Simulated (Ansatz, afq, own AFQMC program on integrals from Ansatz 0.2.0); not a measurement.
Two steps: Ansatz 0.2.0 writes the Fock matrix and Cholesky factors of the valence space, and afq projects on them the lowest state that overlaps trial and start.

```yaml
crystal:
  periodic: [false, false, false]
  atoms:
    - {symbol: Si, position_ang: [0.000000, -0.053330, 1.728306]}
    - {symbol: Al, position_ang: [0.000000, -0.017489, -1.816495]}
    - {symbol: H, position_ang: [0.000000, 1.954183, 0.467784]}
basis:
  gaussian: {orbitals: 6-31G}
magnetization: {spin_polarized: true, initial_magnetization: 2}
correlation: {method: ccsd_t, electrons: outside_noble_gas, hamiltonian_folder: ham}
```

```sh
$ ansatz run in.yaml --threads 1 --pin off --events-out ev --progress --plain --max-ram 24576MiB --backend cuda --devices 0, --max-vram 18GiB
```

Options of the walk:

```
--method free --trial cisd --walkers 100 --time-step 0.01 --max-blocks 60 --target-error 0.00136 --factor-cut 0.03 --seed 1325 --times 0.0,0.2,0.4,0.8,1.2 --taylor-order 10
```

Times are imaginary, in 1/Eh. The walk had a cap of 60 s.

```
orbitals 18  electrons 5 3  factors 28 of 310
reference energy -531.22279609 Eh
CCSD correlation -0.09076871 Eh in 17 cycles, weight of the determinant in the CISD state 0.7767
repeat  energy at the last time / Eh  error
    10  -531.316967  0.000251
    20  -531.316651  0.000211
    30  -531.316504  0.000188
time / (1/Eh)  energy / Eh  error  mean overlap
  0.00  -531.313630  0.000141  1.2874
  0.20  -531.314330  0.000149  1.2884
  0.40  -531.314968  0.000135  1.2856
  0.80  -531.315834  0.000136  1.2839
  1.20  -531.316494  0.000182  1.2798
energy -531.316494 +/- 0.000182 Eh
```

The run failed at least one of its tests; the cautions name the faults.

Against this walk (error 5.0 meV) on the same determinant: CCSD(T) 16.6 meV lower, CCSDT(Q) 91.1 meV lower, CCSDTQ 91.4 meV lower, full CI 92.1 meV lower. The error is statistical, and a free projection of finite length keeps a remainder of its start. The determinant has ⟨S²⟩ = 2.40, so the low cluster orders mix in higher spin, and so can this walk.

A setting was made bad on purpose (factor cut too coarse), so the walk's energy isn't to be trusted.

Cautions: remainder of the start not in the error; start not forgotten; start is not spin pure; lower spins were not checked; strong correlation (T1 0.081, weight of the determinant 0.77, largest double 0.16); unrestricted determinant spin contaminated (⟨S²⟩ 2.40 against 2.00); the coarse factor cut changes the integrals a little.

CCSDT and higher add their correlation energy to the determinant of the CCSD(T) run, since their own runs factorise the integrals more tightly (a shift of under 2 meV). A walk keeps the symmetry of its determinant, which the program's search chose and which needn't be the lowest solution, so a lower state of the same spin and another symmetry isn't excluded.
